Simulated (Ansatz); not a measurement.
We consider hcp Be, described by rVV10 (plane waves, PAW; Ansatz, a quantum-chemistry and plane-wave program).

Settings: plane-wave cutoff 520 eV, 30×30×16 k mesh (along the axes of the cell as run), Fermi–Dirac smearing 0.05 eV, scalar-relativistic PAW data made under PBE.

Properties against volume:

Shape and atoms are relaxed at each volume.

| V (Å³/atom) | P (GPa) | c (Å) | a (Å) |
|---|---|---|---|
| 7.487 | 5.51 | 3.506 | 2.221 |
| 7.643 | 2.63 | 3.528 | 2.237 |
| 7.799 | 0.00 | 3.550 | 2.253 |
| 7.955 | -2.42 | 3.571 | 2.268 |
| 8.111 | -4.64 | 3.592 | 2.283 |

Note: the bulk modulus comes from volumes at which shape and atoms were relaxed.
